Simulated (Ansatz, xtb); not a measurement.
## Relative energy of two structures of CH3AlS

Structure X is `C[S][Al]`, a singlet and structure Y is a singlet given by its coordinates. Both are isolated molecules in the gas phase, relaxed with B3LYP-D4/def2-TZVP.

X (Å):

```xyz
6

C    -0.8609   -0.5181    0.9128
Al    1.3352    1.3027   -0.0778
S    -0.7312    1.3172    0.8107
H    -1.7112   -0.8452    0.3192
H    -1.0055   -0.8048    1.9517
H     0.0340   -1.0266    0.5386
```

Y (Å):

```xyz
6

C    -1.0597   -0.6067    0.9450
Al    0.2983    0.6794    0.4283
S     1.7041    2.0107   -0.1065
H    -2.0448   -0.2834    0.6031
H    -1.0919   -0.7159    2.0307
H    -0.8485   -1.5845    0.5079
```

Close contacts (Å): C1–Al2 1.94, Al2–S3 2.01, C1–H4 1.09, C1–H5 1.09, C1–H6 1.09.

Energies in hartree; the thermal terms are from B3LYP-D4/def2-TZVP harmonic frequencies (ideal gas, rigid rotor, one conformer each, 298.15 K, 1 atm) and include the zero-point energy:

|  | X | Y |
| --- | --- | --- |
| E, CCSD(T)/def2-TZVPP | −679.580248 | −679.601767 |
| zero-point energy | 0.038388 | 0.037187 |
| H(298 K) − E | 0.044034 | 0.042850 |
| G(298 K) − E | 0.010357 | 0.011104 |

Task: Work out ΔE, ΔE₀, ΔH and ΔG for X → Y in kJ/mol (1 Eh = 2625.50 kJ/mol) and the equilibrium ratio [Y]/[X].

Result: 1. ΔE = −679.601767 − (−679.580248) = −0.021519 Eh = −56.50 kJ/mol.
2. ΔE₀ = ΔE + ΔZPE = −0.021519 + (−0.001201) Eh = −59.65 kJ/mol.
3. ΔH = ΔE + (−0.001184) Eh = −59.61 kJ/mol.
4. ΔG = ΔE + (+0.000747) Eh = −54.54 kJ/mol, so ΔS = (ΔH − ΔG)/T = −17.0 J/(mol K).
5. kT = 0.9442 mEh, so K = [Y]/[X] = exp(−ΔG/kT) = exp(+22.00) ≈ 3.6 × 10^9.

Structure Y is favoured at this temperature. An error of 4 kJ/mol in ΔG would change K by a factor of 5. Mirror images and further conformers aren't counted.

Other levels gave ΔE = −53.8 (B3LYP-D4/def2-TZVP); −53.4 (HF/def2-TZVPP); −70.1 (MP2/def2-TZVPP) kJ/mol. The correlated steps freeze 11 core orbitals. Programs: Ansatz 0.2.0.
